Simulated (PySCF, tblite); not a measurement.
System: H₂Cu, doublet: collinear Cu-H-H surface. Scanned: Cu-H distance and H-H distance.

Levels of theory: GFN2-xTB, 300 K electronic temperature (tblite); UHF/def2-TZVP (PySCF); PBE = unrestricted PBE/def2-TZVP in PySCF 2.14.0; wB97X-V = unrestricted wB97X-V/def2-TZVP in PySCF 2.14.0.

Energies in kcal/mol at chosen points (x: Cu-H distance (Å); y: H-H distance (Å)), relative to x = 3.58, y = 0.74:

```tsv
method	(3.58, 0.68)	(3.07, 0.94)	(1.58, 0.87)	(4.23, 1.02)	(2.70, 1.37)	(1.85, 0.80)	(1.85, 1.37)
GFN2-xTB	3.3	1.8	-2.7	11.5	13.8	-3.1	-23.8
UHF	1.6	13.3	23.2	21.5	59.2	11.3	52.4
PBE	2.4	9.2	5.0	17.3	49.5	0.4	34.4
wB97X-V	2.0	10.9	11.4	19.3	56.9	4.1	44.0
```
